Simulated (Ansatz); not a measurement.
Reactions of C₂H₆OS₂ (`COCSS`).

Isolated molecules relaxed with PBE0-D4/def2-TZVP in Ansatz; ΔE leaves out vibrations. CBS: MP2 limit from def2 TZ/QZ plus the TZ coupled-cluster correction, frozen cores. This one scheme is used for every species, atoms too. For atomizations the MP2-based limit and the directly extrapolated one differ by several kJ/mol either way, and by 10 to 25 for some Ge, Se and Sn compounds, so smaller differences from it don't rank the levels. No spin–orbit coupling; open shells (•) take unrestricted orbitals. Spin–orbit coupling would lower the free atoms: a little for C, O, S. One conformer a species, not always the lowest.

(1) Order these by ΔE at CCSD(T)/CBS, lowest first. (Best estimate.)
A. `COCSS` + H–F → `COCF` + `SS`
B. `COCSS` → `CC(O)(S)S`
C. `COCSS` + CH₃NH₂ → `CNCOC` + `SS`
D. `COCSS` + CH₃NH₂ → `CNCSS` + CH₃OH
E. `COCSS` → 2 C• + 6 H• + O• + 2 S•

Largest T1 diagnostic: 0.012, for `COCSS`.

Answers

(1) B (-0.38 eV), D (-0.20 eV), C (+0.11 eV), A (+0.30 eV), E (+39.98 eV).
